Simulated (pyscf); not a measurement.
One atom transfer on the doublet surface with elements of a group swapped. ωB97M-D3(BJ)/def2-TZVP, kcal/mol, from the separated reactants. Single points on ωB97X-D3(BJ)/def2-SVP structures (PySCF, gas phase).

| step | barrier | reaction energy | imaginary mode (i cm⁻¹) |
|---|---|---|---|
| `[Cl][In]([Cl])[Cl]` + `[H]` [doublet] → `[ClH]` + `[Cl][In][Cl]` [doublet] | (withheld) | (withheld) | 1224 |
| `[Cl][Al]([Cl])[Cl]` + `[H]` [doublet] -> `[ClH]` + `[Cl][Al][Cl]` [doublet] | 22.1 | +11.6 | 1297 |

**Question.** Complete the blanks.

**Answer.** 
- `[Cl][In]([Cl])[Cl]` + `[H]` [doublet] → `[ClH]` + `[Cl][In][Cl]` [doublet], barrier: 8.8
- `[Cl][In]([Cl])[Cl]` + `[H]` [doublet] → `[ClH]` + `[Cl][In][Cl]` [doublet], reaction energy: -20.1

Row 1: On the product side the descent ends in a complex, 7.9 kcal/mol under the separated species and 33.2 kcal/mol under the saddle at ωB97X-D3(BJ)/def2-TZVP. Row 2: On the product side the descent ends in a complex, 7.1 kcal/mol under the separated species and 17.4 kcal/mol under the saddle at ωB97X-D3(BJ)/def2-TZVP. Each row is the saddle that its search found. Elements past Kr carry the def2 core potentials, without spin-orbit coupling.
